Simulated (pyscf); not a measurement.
H₆O₃Si₃ (SMILES O1[SiH2]O[SiH2]O[SiH2]1) + F–C:–F (SMILES F[C]F) [singlet] → H₅FO₃Si₃ (SMILES F[SiH]1O[SiH2]O[SiH2]O1) + :HC–F (SMILES [CH]F) [singlet] (four-centre exchange; singlet surface; H–Si, C–F broken, F–Si, C–H formed). Optimised with ωB97X-D3(BJ)/def2-SVP in PySCF. Energies in kJ/mol from the separated reactants.

```csv
level,barrier,reaction energy
ωB97X-D3(BJ)/def2-TZVP,(withheld),-75.5
PBE/def2-TZVP,73.5,-60.6
r²SCAN/def2-TZVP,(withheld),(withheld)
PBE0-D3(BJ)/def2-TZVP,85.9,-69.2
ωB97M-D3(BJ)/def2-TZVP,106.5,-77.2
HF/def2-TZVP,200.3,-94.2
```

Question: Complete the blanks.

Answer: 
- ωB97X-D3(BJ)/def2-TZVP, barrier: 105.9
- r²SCAN/def2-TZVP, barrier: 75.6
- r²SCAN/def2-TZVP, reaction energy: -70.9

The functionals in the table span 33.0 kJ/mol in this barrier, from PBE to ωB97M-D3(BJ). One saddle was located; it need not be the lowest between these sides. A restricted singlet here is unstable towards spin polarisation, as is usual where a triplet lies low; its energy is less safe.
